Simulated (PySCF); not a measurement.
**TDDFT excited states: C4H5F**

C₄H₅F.
SMILES with atom numbers: `[CH:1]#[C:2][C@H:3]([CH3:4])[F:5]` (hydrogens: H6 on C1; H7 on C3; H8, H9, H10 on C4)

Computed with PySCF 2.14.0, density-fitted response routines, TDDFT wB97X-D/def2-SVPD, vertical, gas phase, core orbitals frozen in the response. Geometry: GFN2-xTB; no solvent, vibrations or thermal averaging.

```
state  E (eV)  E (hartree)       f  |μ| (D)     main configurations (H = HOMO, L = LUMO)
   S1    6.35       0.2333  0.0004     0.13                       H→L (78%), H→L+1 (15%)
   S2    6.90       0.2536  0.0017     0.26        H-1→L (45%), H→L+2 (22%), H→L+1 (11%)
   S3    7.19       0.2641  0.0004     0.13  H-1→L+2 (48%), H-1→L+1 (24%), H-1→L+3 (18%)
   S4    8.10       0.2975   0.070     1.51          H→L+1 (52%), H→L+2 (29%), H→L (12%)
   S5    8.39       0.3082   0.079     1.57    H-1→L+1 (44%), H-1→L+2 (37%), H-1→L (13%)
   S6    9.04       0.3322   0.104     1.74        H→L+3 (27%), H→L+2 (21%), H→L+4 (20%)
   S7    9.22       0.3390  0.0046     0.36                     H-2→L (64%), H→L+3 (12%)
   S8    9.39       0.3450   0.083     1.52    H-1→L+3 (28%), H-3→L (26%), H-1→L+4 (13%)
```

Triplets (Tamm–Dancoff): T1 5.48 eV, H-1→L (55%), H→L+2 (13%), H-1→L+1 (12%); T2 5.90 eV, H→L (69%), H→L+1 (14%); T3 6.12 eV, H→L+2 (35%), H-1→L (21%), H→L+1 (16%).

The lowest singlet comes at 195 nm (613 kJ/mol) in the vacuum ultraviolet; it is dark (f under 0.0005); its leading configuration is HOMO→LUMO (78%). The strongest level in the table is S6 at 9.04 eV (137 nm, f = 0.104). Löwdin shares by element: HOMO carbon 90%; LUMO carbon 67% or more, fluorine 10% (atoms not listed hold the other 22%). Of the 8 states listed, 4 reach f = 0.01 and 2 stay under 0.0005. Weighted by f, the mean energy of these states is 8.77 eV. Orbital energies (eV): HOMO-3 -12.38, HOMO-2 -12.18, HOMO-1 -10.42, HOMO -10.09, LUMO 2.04, LUMO+1 2.29, LUMO+2 2.72. Singlets were solved by full linear response, triplets in the Tamm–Dancoff approximation.
